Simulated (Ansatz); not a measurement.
Start from `CNCF` and change one atom or group to get `CNCN`.

Ansatz, PBE0-D4/def2-TZVP geometries, multiplicity 1. Each molecule was computed in one conformer, which needn't be the lowest.

| property | `CNCF` |
| --- | --- |
| LUMO energy (PBE/def2-TZVPP) / eV | 0.44 |
| size of the dipole moment (PBE/def2-TZVPP) / D | 1.40 |
| LUMO energy (ωB97M-V/def2-TZVPP) / eV | 2.68 |
| size of the dipole moment (ωB97M-V/def2-TZVPP) / D | 1.41 |
| HOMO–LUMO gap (PBE/def2-TZVPP) / eV | 6.23 |
| LUMO energy (PBE0/def2-TZVPP) / eV | 1.27 |

(1) Give the same properties after the change, and the shifts. (An estimate is asked.)

## Answers

(1) Ansatz gave: 
```tsv
property	`CNCN`	shift
LUMO energy (PBE/def2-TZVPP) / eV	0.29	-0.15
size of the dipole moment (PBE/def2-TZVPP) / D	1.36	-0.04
LUMO energy (ωB97M-V/def2-TZVPP) / eV	2.51	-0.17
size of the dipole moment (ωB97M-V/def2-TZVPP) / D	1.46	0.05
HOMO–LUMO gap (PBE/def2-TZVPP) / eV	5.41	-0.82
LUMO energy (PBE0/def2-TZVPP) / eV	1.10	-0.17
```

With PBE0 the HOMO rises by 0.70 eV and the LUMO falls by 0.17 eV, so the gap narrows by about 0.87 eV. PBE moves the HOMO by 0.67 eV and ωB97M-V by 0.69 eV. The zero-point energy changes by 64.8 kJ/mol with +6 modes. Dipoles are sizes alone; their direction can turn.
